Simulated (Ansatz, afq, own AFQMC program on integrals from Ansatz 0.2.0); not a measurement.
Atomization energy of BH₂, doublet

```xyz
3

B     0.0000   -0.0800    0.0000
H     0.0000    0.4291   -1.0770
H     0.0000    0.4291    1.0770
```

Atoms in their ground-state spins without spin–orbit coupling (mostly on UHF) minus the molecule (UHF), without zero-point energy. The geometry is a stationary point, not shown to be a minimum.

Basis cc-pVDZ. Only valence electrons are correlated. Integrals, coupled cluster, full CI and functionals: Ansatz 0.2.0; the random walks run on the same integrals in our own AFQMC program. ph-AFQMC/CISD is guided by a CISD state made of CCSD amplitudes; releasing the constraint for a short imaginary time cuts its bias at the price of noise, slowly where states lie close. Free projection: walkers drawn from exp(T), propagated without any constraint. Its projection time is finite, and what remains of the start isn't in its error. Error bars are statistical, one sigma. The errors of all members are added in quadrature.

Full CI on the same integrals is exact in this basis and with this determinant's frozen core.

The best estimate is CCSD(T) at the basis-set limit (CBS: def2-TZVPP and def2-QZVPP, with their diffuse functions for anions and beside diffuse sets, CCSD(T) itself extrapolated) plus the step from CCSD(T) to full CI in cc-pVDZ. Rows without CBS are in cc-pVDZ, the functionals in def2-TZVP; B2PLYP and the wave-function rows carry a basis error of their own. Core correlation and relativity beyond core potentials are missing, and ± holds the sampling alone.

**Question.** Estimate: order these levels by their error in the atomization energy against the best estimate, smallest first.
A. B2PLYP
B. r2SCAN
C. HF/CBS
D. CCSD(T)/CBS

**Answer.** D (0.1 kJ/mol), A (7.7 kJ/mol), B (26.1 kJ/mol), C (106.8 kJ/mol).

Best estimate: 708.5 kJ/mol.

Best estimates are given only where the step beyond CCSD(T) is under 0.3 eV and no member's determinant is very poor (T1 over 0.05, or 0.07 for open shells, ⟨S²⟩ too high by 0.3, two states mixed), so the hardest cases are missing from such tables.

The functionals ran in a triple-zeta set and keep a basis error of their own, a few kJ/mol for each bond in atomization energies and more for double hybrids, so close places among them and the extrapolated levels can swap.

Each member of a difference takes its own highest rung, so a best estimate needn't equal the limit plus the step of one row. A walk keeps the symmetry of its determinant, which the program's search chose and which needn't be the lowest solution, so a lower state of the same spin and another symmetry isn't excluded.
